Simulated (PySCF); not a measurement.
Compound: C₂H₃FO₂.
Cartesian coordinates in Å at the PBE0-D3(BJ)/def2-SVP level; atoms count from 1:
```xyz
8
C2H3FO2 angstrom
O      1.0940    1.1809    0.5053
C      1.2114    0.1537   -0.0881
O      0.2113   -0.6956   -0.3920
C     -1.0832   -0.3154   -0.0185
F     -1.6392    0.4297   -0.9986
H      2.1643   -0.2664   -0.4690
H     -1.0533    0.2763    0.9088
H     -1.6519   -1.2490    0.0981
```

The calculation used PySCF, PBE0-D3(BJ)/def2-SVP geometry optimisation, gas phase.

Masses are those of the commonest isotopes; rigid-rotor values at the optimised geometry. The values belong to one conformer with, in the numbering `[O:1]=[CH:2][O:3][CH2:4][F:5]`, O1–C2–O3–C4 2°, C2–O3–C4–F5 88°.

Question: What are A, B and C (cm⁻¹)?

Answer: Ia = 43.10, Ib = 134.81, Ic = 156.68 u·Å²; 505379 MHz·u·Å²/I gives 11727, 3749 and 3226 MHz, that is A = 0.39116, B = 0.12505, C = 0.10759 cm⁻¹.

Question: What kind of rotor is it?

Answer: An asymmetric top; Ray's κ = -0.877.

Question: What does the inertial defect say?

Answer: Not planar: Δ = Ic − Ia − Ib = -21.23 u·Å². For a rigid frame Δ = −2 Σ m c², so Σ m c² = 10.61 u·Å² lies off the ab plane: 3.44 from hydrogen and 7.18 from heavier atoms. The atom farthest from that plane is 1.32 Å away.

Question: Give the other two planar moments, Paa and Pbb, and the rms extents of the mass along the axes.

Answer: Paa = Σ m a² = (Ib + Ic − Ia)/2 = 124.20 and Pbb = Σ m b² = (Ia + Ic − Ib)/2 = 32.48 u·Å². With the mass M = 78.01 u, the rms extents √(P/M) along a, b and c are 1.26, 0.65, 0.37 Å.

Question: Which lines would a microwave search look for?

Answer: The dipole components are |μa| = 0.14 D, |μb| = 1.93 D, |μc| = 0.84 D. Intensities carry the squares of the components, which stand as 0.01 : 1.00 : 0.19 (a : b : c). Some lines, for components of 0.1 D or more:

```csv
type,branch,"J(Ka,Kc)",MHz,lower level (cm⁻¹)
a,Q,"3(1,2) ← 3(1,3)",3139,1.618
b,R,"2(0,2) ← 1(1,1)",5946,0.499
b,Q,"1(1,0) ← 1(0,1)",8501,0.233
a,R,"2(1,2) ← 1(1,1)",13425,0.499
a,R,"2(1,1) ← 1(1,0)",14472,0.516
b,R,"1(1,1) ← 0(0,0)",14952,0.000
a,R,"3(2,2) ← 2(2,1)",20923,1.797
a,R,"3(2,1) ← 2(2,0)",21022,1.798
b,R,"2(1,2) ← 1(0,1)",21403,0.233
a,R,"3(1,2) ← 2(1,1)",21692,0.999
b,Q,"3(2,1) ← 3(1,2)",23288,1.723
c,Q,"2(2,1) ← 2(1,1)",23933,0.999
b,Q,"2(2,0) ← 2(1,1)",23958,0.999
b,Q,"2(2,1) ← 2(1,2)",25503,0.947
b,Q,"3(2,2) ← 3(1,3)",26303,1.618
c,R,"2(2,0) ← 1(1,0)",38430,0.516
c,R,"2(2,1) ← 1(1,1)",38928,0.499
b,R,"2(2,0) ← 1(1,1)",38953,0.499
b,Q,"3(3,0) ← 3(2,1)",41089,2.499
b,Q,"3(3,1) ← 3(2,2)",41212,2.495
b,R,"3(2,2) ← 2(1,1)",44856,0.999
c,R,"3(2,1) ← 2(1,1)",44980,0.999
b,R,"3(3,1) ← 2(2,0)",62110,1.798
c,R,"3(3,1) ← 2(2,1)",62135,1.797
b,R,"3(3,0) ← 2(2,1)",62136,1.797
```

Question: Estimate the classical rotational partition function at 10 K, 50 K and 500 K.

Answer: Point group C1, symmetry number σ = 1; q = (√π/σ)·√((kT/h)³/(ABC)), k/h = 20836.6 MHz/K: 448 at 10 K, 5010 at 50 K, 158000 at 500 K.

PBE0-D3(BJ)/def2-SVP frequencies: not computed here. Zero-point vibration and centrifugal distortion are left out.
